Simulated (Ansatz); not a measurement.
**Nudged elastic band run: C₃H₆N₂**

Input:

```yaml
crystal:
  periodic: [false, false, false]
  atoms:
    - { symbol: C, position_ang: [-1.209388, 0.706522, -0.120069] }
    - { symbol: "N", position_ang: [-0.235938, -0.347497, -0.065139] }
    - { symbol: C, position_ang: [0.449966, -0.801439, 1.048861] }
    - { symbol: "N", position_ang: [1.650923, -0.914989, 0.585183] }
    - { symbol: C, position_ang: [1.116194, -0.328235, -0.653036] }
    - { symbol: H, position_ang: [-0.818629, 1.694228, 0.196965] }
    - { symbol: H, position_ang: [-1.600367, 0.802614, -1.144318] }
    - { symbol: H, position_ang: [-2.05843, 0.450088, 0.53166] }
    - { symbol: H, position_ang: [0.042978, -1.044464, 2.039871] }
    - { symbol: H, position_ang: [1.497651, 0.687235, -0.851083] }
    - { symbol: H, position_ang: [1.23044, -0.961163, -1.548396] }
basis:
  gaussian: { orbitals: def2-SVP }
hamiltonian:
  xc: pbe0
  dispersion: d4
neb:
  order_check: false
  images: 7
  f_tol: 0.03
  max_iterations: 60
  final_atoms:
    - { symbol: C, position_ang: [-1.19658102, 0.72092898, -0.15446359] }
    - { symbol: "N", position_ang: [-0.21590252, -0.32762887, -0.16272392] }
    - { symbol: C, position_ang: [0.31669325, -0.9925213, 0.92878427] }
    - { symbol: "N", position_ang: [1.57337261, -1.0178724, 0.62892008] }
    - { symbol: C, position_ang: [1.20424408, -0.19844141, -0.53634488] }
    - { symbol: H, position_ang: [-1.43787681, 1.0152415, -1.18713983] }
    - { symbol: H, position_ang: [-2.12461541, 0.34771149, 0.30480937] }
    - { symbol: H, position_ang: [-0.87893315, 1.62675719, 0.399833] }
    - { symbol: H, position_ang: [-0.21926343, -1.42268084, 1.78590603] }
    - { symbol: H, position_ang: [1.58411112, 0.83485531, -0.47512206] }
    - { symbol: H, position_ang: [1.46015128, -0.64344965, -1.51195947] }
  initial_path:
    images:
      - { positions_ang: [[-1.209388, 0.706522, -0.120069], [-0.235938, -0.347497, -0.065139], [0.449966, -0.801439, 1.048861], [1.650923, -0.914989, 0.585183], [1.116194, -0.328235, -0.653036], [-0.818629, 1.694228, 0.196965], [-1.600367, 0.802614, -1.144318], [-2.05843, 0.450088, 0.53166], [0.042978, -1.044464, 2.039871], [1.497651, 0.687235, -0.851083], [1.23044, -0.961163, -1.548396]] }
      - { positions_ang: [[-1.17846819, 0.68779186, -0.12091259], [-0.22711282, -0.36590906, -0.09177787], [0.40410476, -0.83519612, 1.02461597], [1.63644023, -0.89760752, 0.59809526], [1.12177915, -0.29787639, -0.64536858], [-0.79310677, 1.67286717, 0.01278587], [-1.70393618, 0.70769115, -1.03568357], [-1.89847887, 0.55450881, 0.61799404], [-0.04644818, -1.09909389, 1.99545186], [1.48333952, 0.72616555, -0.80054305], [1.26728735, -0.91044157, -1.53415835]] }
      - { positions_ang: [[-1.14754838, 0.66906171, -0.12175618], [-0.21828764, -0.38432111, -0.11841674], [0.35824353, -0.86895324, 1.00037094], [1.62195746, -0.88022604, 0.61100753], [1.12736431, -0.26751778, -0.63770116], [-0.76758453, 1.65150633, -0.17139326], [-1.80750537, 0.6127683, -0.92704913], [-1.73852774, 0.65892962, 0.70432808], [-0.13587437, -1.15372378, 1.95103272], [1.46902804, 0.7650961, -0.7500031], [1.3041347, -0.85972013, -1.51992069]] }
      - { positions_ang: [[-1.11662857, 0.65033157, -0.12259977], [-0.20946246, -0.40273317, -0.14505562], [0.31238229, -0.90271035, 0.97612591], [1.60747469, -0.86284457, 0.62391979], [1.13294946, -0.23715916, -0.63003375], [-0.7420623, 1.6301455, -0.35557238], [-1.91107455, 0.51784545, -0.8184147], [-1.57857661, 0.76335044, 0.79066212], [-0.22530055, -1.20835367, 1.90661358], [1.45471656, 0.80402665, -0.69946315], [1.34098205, -0.8089987, -1.50568304]] }
      - { positions_ang: [[-1.08570876, 0.63160143, -0.12344335], [-0.20063728, -0.42114522, -0.17169449], [0.26652106, -0.93646747, 0.95188088], [1.59299192, -0.84546309, 0.63683205], [1.13853462, -0.20680055, -0.62236633], [-0.71654007, 1.60878467, -0.53975151], [-2.01464374, 0.42292261, -0.70978026], [-1.41862548, 0.86777125, 0.87699616], [-0.31472674, -1.26298356, 1.86219444], [1.44040508, 0.84295721, -0.6489232], [1.3778294, -0.75827726, -1.49144539]] }
      - { positions_ang: [[-1.11342683, 0.65393332, -0.13119841], [-0.20445359, -0.39776613, -0.16945185], [0.2790641, -0.95048093, 0.94610673], [1.58808709, -0.88856542, 0.63485406], [1.15496198, -0.20471077, -0.60086097], [-0.89687425, 1.46039888, -0.70159859], [-2.04213666, 0.40411983, -0.45613285], [-1.2837024, 1.05751773, 0.75770537], [-0.29086091, -1.30290788, 1.84312234], [1.47633159, 0.84093173, -0.60547291], [1.39840987, -0.72957036, -1.49657391]] }
      - { positions_ang: [[-1.14114489, 0.67626521, -0.13895347], [-0.2082699, -0.37438705, -0.16720921], [0.29160715, -0.96449439, 0.94033257], [1.58318227, -0.93166774, 0.63287607], [1.17138935, -0.20262098, -0.57935561], [-1.07720844, 1.31201308, -0.86344567], [-2.06962957, 0.38531705, -0.20248545], [-1.14877931, 1.24726422, 0.63841458], [-0.26699508, -1.3428322, 1.82405024], [1.5122581, 0.83890626, -0.56202263], [1.41899034, -0.70086346, -1.50170243]] }
      - { positions_ang: [[-1.16886296, 0.6985971, -0.14670853], [-0.21208621, -0.35100796, -0.16496656], [0.3041502, -0.97850785, 0.93455842], [1.57827744, -0.97477007, 0.63089808], [1.18781672, -0.20053119, -0.55785024], [-1.25754263, 1.16362729, -1.02529275], [-2.09712249, 0.36651427, 0.05116196], [-1.01385623, 1.4370107, 0.51912379], [-0.24312926, -1.38275652, 1.80497813], [1.54818461, 0.83688079, -0.51857234], [1.43957081, -0.67215656, -1.50683095]] }
      - { positions_ang: [[-1.19658102, 0.72092898, -0.15446359], [-0.21590252, -0.32762887, -0.16272392], [0.31669325, -0.9925213, 0.92878427], [1.57337261, -1.0178724, 0.62892008], [1.20424408, -0.19844141, -0.53634488], [-1.43787681, 1.0152415, -1.18713983], [-2.12461541, 0.34771149, 0.30480937], [-0.87893315, 1.62675719, 0.399833], [-0.21926343, -1.42268084, 1.78590603], [1.58411112, 0.83485531, -0.47512206], [1.46015128, -0.64344965, -1.51195947]] }
```

Launched with:

```bash
$ ansatz run input.yaml --threads 2 --pin off --max-ram 3072MiB --backend cpu --events-out ev --progress --plain --runs-dir out
```

Output, in part (warnings, iteration lines, the closing report on the highest movable image, with atoms numbered from 0):

```
NEB end point (image 0): max|allowed force component| = 1.409e-2 eV/Å (the criterion of neb.relax_end_points is 1.000e-2)
NEB end point (image 8): max|allowed force component| = 9.553e-3 eV/Å (the criterion of neb.relax_end_points is 1.000e-2)
NEB iter   1: max|band force component| = 6.115e0 eV/Å  barrier→ = 1.5139 eV  barrier← = 1.5139 eV  Δτ_max = 0.1440 Å  (241 SCF iters)
NEB iter   2: max|band force component| = 2.072e0 eV/Å  barrier→ = 0.2132 eV  barrier← = 0.2132 eV  Δτ_max = 0.0591 Å  (217 SCF iters)
NEB iter   3: max|band force component| = 6.840e-1 eV/Å  barrier→ = 0.1255 eV  barrier← = 0.1255 eV  Δτ_max = 0.0749 Å  (212 SCF iters)
NEB iter   4: max|band force component| = 4.174e-1 eV/Å  barrier→ = 0.0929 eV  barrier← = 0.0929 eV  CI = image 4  Δτ_max = 0.0271 Å  (212 SCF iters)
NEB iter   5: max|band force component| = 1.417e-1 eV/Å  barrier→ = 0.0875 eV  barrier← = 0.0875 eV  CI = image 4  Δτ_max = 0.0236 Å  (212 SCF iters)
NEB iter   6: max|band force component| = 1.099e-1 eV/Å  barrier→ = 0.0839 eV  barrier← = 0.0839 eV  CI = image 4  Δτ_max = 0.0243 Å  (198 SCF iters)
NEB iter   7: max|band force component| = 8.551e-2 eV/Å  barrier→ = 0.0814 eV  barrier← = 0.0815 eV  CI = image 4  Δτ_max = 0.0265 Å  (194 SCF iters)
NEB iter   8: max|band force component| = 3.401e-2 eV/Å  barrier→ = 0.0802 eV  barrier← = 0.0802 eV  CI = image 4  Δτ_max = 0.0130 Å  (214 SCF iters)
NEB iter   9: max|band force component| = 1.080e-2 eV/Å  barrier→ = 0.0799 eV  barrier← = 0.0799 eV  CI = image 4  Δτ_max = 0.0000 Å  (368 SCF iters)
Total energy: -6175.25751136 eV, -226.9365278025 hartree
Atom 0 at    -1.227728     0.720620    -0.158160 Å, force    -0.008419    -0.001258    -0.002266 eV/Å
Atom 1 at    -0.193312    -0.273687    -0.095741 Å, force     0.006112     0.004670     0.000687 eV/Å
Atom 2 at     0.351698    -0.962256     0.965871 Å, force    -0.003292    -0.003024     0.001093 eV/Å
Atom 3 at     1.590407    -1.055334     0.603142 Å, force     0.010822    -0.003443    -0.001659 eV/Å
Atom 4 at     1.203834    -0.229734    -0.551891 Å, force     0.000539    -0.000843     0.002742 eV/Å
Atom 5 at    -0.866063     1.604307    -0.706964 Å, force    -0.002689    -0.000481     0.000869 eV/Å
Atom 6 at    -2.130089     0.354500    -0.677724 Å, force    -0.001248     0.005458     0.001210 eV/Å
Atom 7 at    -1.527016     1.060574     0.847293 Å, force    -0.000531    -0.000027    -0.002853 eV/Å
Atom 8 at    -0.161703    -1.355800     1.853705 Å, force     0.000040     0.001317    -0.001666 eV/Å
Atom 9 at     1.642732     0.781576    -0.526776 Å, force    -0.000801    -0.000675    -0.000527 eV/Å
Atom 10 at     1.382641    -0.701866    -1.532257 Å, force    -0.000532    -0.001693     0.002372 eV/Å
Dipole moment:    -0.503066     0.421563    -0.137022 e Å
```

The run converged. A vibrational analysis at the climbing image gives one clearly imaginary mode, 173i cm⁻¹: a first-order saddle point.

Final band (atoms are numbered from 1 in the order of the input):

```tsv
image	path coordinate (Å)	energy (kJ/mol)	dihedral H6–C1–N2–C3 (°)
0	0.00	0.0	60
1	0.43	1.2	77
2	0.86	4.0	94
3	1.29	6.6	111
4	1.71	7.7	128
5	2.13	6.7	141
6	2.54	4.0	154
7	2.95	1.2	168
8	3.36	0.0	-178
```

Time of the run: 95 s on 2 threads of INTEL(R) XEON(R) PLATINUM 8581C CPU @ 2.30GHz (Emerald Rapids), with other jobs on the host, peak memory 0.23 GiB.
